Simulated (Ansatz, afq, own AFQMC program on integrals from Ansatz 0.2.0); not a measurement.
**AlBH, doublet in cc-pVDZ, levels against CCSDTQ**

```xyz
3

B     0.0000   -0.0920    0.3143
Al    0.0000   -0.0334   -1.8050
H     0.0000    0.1253    1.4907
```

Connectivity, by distances: BH–Al.

Basis cc-pVDZ. Noble-gas cores (and the filled d shells of Ga–Kr and In–Xe) are frozen. Integrals, coupled cluster, full CI and functionals: Ansatz 0.2.0; the random walks run on the same integrals in our own AFQMC program. ph-AFQMC/CISD is guided by a CISD state made of CCSD amplitudes; releasing the constraint for a short imaginary time cuts its bias at the price of noise, slowly where states lie close. Error bars are statistical, one sigma.

Determinant: ROHF, the one that the program's search chose, which needn't be the lowest solution. The geometry is a PBE0/def2-TZVP stationary point of this or a neighbouring charge and spin state.

No full CI on the walks' own integrals is used here; CCSDTQ serves as the reference and is uncertain by about the last step of the cluster series.

Cautions: a spin-contaminated unrestricted determinant lies lower (UHF 205 meV lower, ⟨S²⟩ 1.28); the released energies are still falling, so no released level is given (meV from the phaseless value at times in 1/Eh: -5 ± 3 at 0.24, -8 ± 3 at 0.51, -8.8 ± 1.7 at 0.99, -10.1 ± 2.1 at 1.62, -15 ± 3 at 2.40), though the last usable value meets CCSDTQ within the noise.

```
T1 diagnostic                               : 0.0251
weight of the determinant in the CISD state : 0.873
size of the correlated space                : 7 electrons in 31 orbitals
```

```json
{"level": "MP2", "correlation energy (eV)": "-2.8450"}
{"level": "CCSD", "correlation energy (eV)": "-3.7920"}
{"level": "CCSD(T)", "correlation energy (eV)": "-3.8937"}
```

Q: Estimate where phaseless AFQMC with the Hartree–Fock trial lies against CCSD(T) on the same integrals.

A: 0.2 ± 2.1 kJ/mol below CCSD(T). The gap is under twice the noise, so this walk alone can't tell the two apart.

Reference: CCSDTQ, correlation energy -3.933 eV.

```json
{"level": "CCSD(T)", "E − E(reference) (kJ/mol)": "3.8", "share of correlation (%)": "98.99"}
{"level": "CCSDT", "E − E(reference) (kJ/mol)": "0.6", "share of correlation (%)": "99.83"}
{"level": "CCSDT(Q)", "E − E(reference) (kJ/mol)": "0.1", "share of correlation (%)": "99.97"}
{"level": "ph-AFQMC/HF", "E − E(reference) (kJ/mol)": "3.6 ± 2.1", "share of correlation (%)": "99.05"}
{"level": "ph-AFQMC/CISD", "E − E(reference) (kJ/mol)": "1.7 ± 0.3", "share of correlation (%)": "99.56"}
```

CCSDT and higher add their correlation energy to the determinant of the CCSD(T) run, since their own runs factorise the integrals more tightly (a shift of under 2 meV). A walk keeps the symmetry of its determinant, which the program's search chose and which needn't be the lowest solution, so a lower state of the same spin and another symmetry isn't excluded.
